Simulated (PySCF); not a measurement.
## Atomic charges against the basis set

Compound: acrylamide, C3H5NO.
Cartesian coordinates in Å at the PBE0-D3(BJ)/def2-SVP level; atoms count from 1:
```
atom  x, y, z in Å
C1    -1.6062   -0.4737    0.6777
C2    -0.5287   -0.4752   -0.1075
C3     0.5692    0.5131    0.1244
N4     1.6136    0.4126   -0.7429
O5     0.5321    1.3435    1.0103
H6    -1.6712    0.2568    1.4896
H7    -2.4282   -1.1787    0.5349
H8    -0.4292   -1.1923   -0.9298
H9     1.6705   -0.3140   -1.4404
H10    2.4028    1.0313   -0.6119
```

PBE0 throughout (PySCF), one geometry, spherical d and f functions. One conformer (not necessarily the lowest) at the PBE0-D3(BJ)/def2-SVP geometry, without solvent, vibrations or thermal averaging. The first 7 of 9 kinds of atom are listed.

Mulliken charges (e):

```json
{"basis": "STO-3G", "functions": "30", "C1": "-0.155", "C2": "-0.105", "C3": "+0.223", "N4": "-0.409", "O5": "-0.248", "H6": "+0.100", "H7": "+0.087"}
{"basis": "6-31G", "functions": "55", "C1": "-0.335", "C2": "-0.151", "C3": "+0.506", "N4": "-0.802", "O5": "-0.465", "H6": "+0.208", "H7": "+0.168"}
{"basis": "pcSseg-0", "functions": "55", "C1": "-0.365", "C2": "-0.317", "C3": "+0.601", "N4": "-0.766", "O5": "-0.539", "H6": "+0.255", "H7": "+0.232"}
{"basis": "6-31G*", "functions": "80", "C1": "-0.362", "C2": "-0.195", "C3": "+0.577", "N4": "-0.821", "O5": "-0.487", "H6": "+0.213", "H7": "+0.180"}
{"basis": "def2-SVP", "functions": "95", "C1": "-0.019", "C2": "-0.150", "C3": "+0.157", "N4": "-0.153", "O5": "-0.270", "H6": "+0.079", "H7": "+0.057"}
{"basis": "cc-pVDZ", "functions": "95", "C1": "+0.035", "C2": "-0.148", "C3": "+0.173", "N4": "-0.125", "O5": "-0.276", "H6": "+0.064", "H7": "+0.050"}
{"basis": "aug-cc-pVDZ", "functions": "160", "C1": "+0.317", "C2": "+1.191", "C3": "+0.677", "N4": "-0.125", "O5": "-0.634", "H6": "-0.318", "H7": "-0.352"}
{"basis": "6-311+G(2d,p)", "functions": "165", "C1": "-0.389", "C2": "+0.131", "C3": "+0.356", "N4": "-0.464", "O5": "-0.523", "H6": "+0.160", "H7": "+0.131"}
{"basis": "def2-TZVP", "functions": "185", "C1": "-0.234", "C2": "-0.191", "C3": "+0.310", "N4": "-0.429", "O5": "-0.367", "H6": "+0.164", "H7": "+0.139"}
{"basis": "cc-pVTZ", "functions": "220", "C1": "-0.227", "C2": "-0.155", "C3": "+0.253", "N4": "-0.230", "O5": "-0.335", "H6": "+0.141", "H7": "+0.128"}
{"basis": "IGLO-III", "functions": "225", "C1": "-0.189", "C2": "-0.146", "C3": "+0.465", "N4": "-0.381", "O5": "-0.483", "H6": "+0.138", "H7": "+0.117"}
```

IAO charges (e):

```json
{"basis": "STO-3G", "functions": "30", "C1": "-0.240", "C2": "-0.186", "C3": "+0.218", "N4": "-0.405", "O5": "-0.261", "H6": "+0.146", "H7": "+0.139"}
{"basis": "6-31G", "functions": "55", "C1": "-0.259", "C2": "-0.203", "C3": "+0.391", "N4": "-0.504", "O5": "-0.478", "H6": "+0.179", "H7": "+0.161"}
{"basis": "pcSseg-0", "functions": "55", "C1": "-0.245", "C2": "-0.207", "C3": "+0.380", "N4": "-0.474", "O5": "-0.468", "H6": "+0.172", "H7": "+0.156"}
{"basis": "6-31G*", "functions": "80", "C1": "-0.247", "C2": "-0.204", "C3": "+0.434", "N4": "-0.506", "O5": "-0.498", "H6": "+0.172", "H7": "+0.154"}
{"basis": "def2-SVP", "functions": "95", "C1": "-0.242", "C2": "-0.204", "C3": "+0.425", "N4": "-0.491", "O5": "-0.493", "H6": "+0.168", "H7": "+0.151"}
{"basis": "cc-pVDZ", "functions": "95", "C1": "-0.252", "C2": "-0.207", "C3": "+0.430", "N4": "-0.501", "O5": "-0.493", "H6": "+0.172", "H7": "+0.155"}
{"basis": "aug-cc-pVDZ", "functions": "160", "C1": "-0.257", "C2": "-0.211", "C3": "+0.441", "N4": "-0.523", "O5": "-0.514", "H6": "+0.178", "H7": "+0.162"}
{"basis": "6-311+G(2d,p)", "functions": "165", "C1": "-0.257", "C2": "-0.210", "C3": "+0.442", "N4": "-0.524", "O5": "-0.515", "H6": "+0.179", "H7": "+0.162"}
{"basis": "def2-TZVP", "functions": "185", "C1": "-0.257", "C2": "-0.211", "C3": "+0.445", "N4": "-0.522", "O5": "-0.514", "H6": "+0.178", "H7": "+0.161"}
{"basis": "cc-pVTZ", "functions": "220", "C1": "-0.258", "C2": "-0.211", "C3": "+0.443", "N4": "-0.520", "O5": "-0.511", "H6": "+0.178", "H7": "+0.161"}
{"basis": "IGLO-III", "functions": "225", "C1": "-0.258", "C2": "-0.211", "C3": "+0.443", "N4": "-0.525", "O5": "-0.515", "H6": "+0.179", "H7": "+0.162"}
```

Hirshfeld charges (e):

```tsv
basis	functions	C1	C2	C3	N4	O5	H6	H7
STO-3G	30	-0.043	-0.047	+0.149	-0.180	-0.216	+0.037	+0.032
6-31G	55	-0.061	-0.063	+0.165	-0.171	-0.303	+0.057	+0.056
pcSseg-0	55	-0.059	-0.066	+0.165	-0.168	-0.291	+0.051	+0.055
6-31G*	80	-0.061	-0.061	+0.160	-0.167	-0.304	+0.057	+0.055
def2-SVP	95	-0.064	-0.067	+0.163	-0.168	-0.295	+0.053	+0.055
cc-pVDZ	95	-0.064	-0.066	+0.156	-0.167	-0.287	+0.052	+0.054
aug-cc-pVDZ	160	-0.068	-0.069	+0.158	-0.177	-0.293	+0.058	+0.059
6-311+G(2d,p)	165	-0.064	-0.069	+0.152	-0.173	-0.296	+0.058	+0.058
def2-TZVP	185	-0.066	-0.068	+0.156	-0.175	-0.296	+0.057	+0.058
cc-pVTZ	220	-0.067	-0.067	+0.159	-0.176	-0.294	+0.056	+0.058
IGLO-III	225	-0.067	-0.068	+0.157	-0.177	-0.294	+0.058	+0.059
```

ESP-fitted charges (e):

```tsv
basis	functions	C1	C2	C3	N4	O5	H6	H7
STO-3G	30	-0.210	-0.236	+0.635	-0.807	-0.388	+0.107	+0.116
6-31G	55	-0.275	-0.358	+0.903	-1.075	-0.600	+0.170	+0.172
pcSseg-0	55	-0.295	-0.401	+0.934	-1.026	-0.607	+0.180	+0.184
6-31G*	80	-0.312	-0.284	+0.766	-1.002	-0.531	+0.176	+0.176
def2-SVP	95	-0.276	-0.291	+0.745	-0.894	-0.540	+0.165	+0.163
cc-pVDZ	95	-0.290	-0.273	+0.697	-0.873	-0.513	+0.168	+0.166
aug-cc-pVDZ	160	-0.323	-0.310	+0.849	-1.021	-0.579	+0.188	+0.182
6-311+G(2d,p)	165	-0.347	-0.298	+0.826	-1.033	-0.572	+0.198	+0.191
def2-TZVP	185	-0.340	-0.290	+0.809	-1.010	-0.564	+0.192	+0.187
cc-pVTZ	220	-0.326	-0.285	+0.780	-0.966	-0.551	+0.185	+0.181
IGLO-III	225	-0.335	-0.291	+0.826	-1.016	-0.573	+0.191	+0.185
```

Problem. Which scheme is steadiest as the basis changes?

Solution. Largest range over the bases for any column: Hirshfeld 0.09 e, IAO 0.25 e, ESP-fitted 0.30 e, Mulliken 1.51 e. Hirshfeld charges move least and Mulliken charges most, counted in e. Without the minimal STO-3G basis the ranges are Hirshfeld 0.02, IAO 0.06, ESP-fitted 0.24, Mulliken 1.51 e.

Problem. How much do the charges still move between the two largest bases, cc-pVTZ and IGLO-III?

Solution. At most, over all atoms: Mulliken 0.212 e, IAO 0.005 e, Hirshfeld 0.002 e, ESP-fitted 0.050 e.

Problem. What do the same runs give for the total energy, the frontier levels and the dipole moment?

Solution. 
```
        basis  energy (Eh)  HOMO (eV)  LUMO (eV)  μ (D)
       STO-3G    -243.8009      -3.78       2.35   2.60
        6-31G    -246.9363      -7.19      -0.70   3.74
     pcSseg-0    -246.4358      -7.35      -0.90   3.71
       6-31G*    -247.0028      -7.10      -0.62   3.53
     def2-SVP    -246.8329      -7.24      -0.84   3.57
      cc-pVDZ    -247.0291      -7.14      -0.75   3.50
  aug-cc-pVDZ    -247.0499      -7.51      -1.17   3.62
6-311+G(2d,p)    -247.0899      -7.54      -1.17   3.67
    def2-TZVP    -247.1104      -7.46      -1.08   3.64
      cc-pVTZ    -247.1026      -7.40      -1.00   3.59
     IGLO-III    -247.1160      -7.52      -1.16   3.63
```

The dipole is fixed by the density alone, so its range of 1.14 D shows that the density itself changes with the basis, not only its division among atoms.
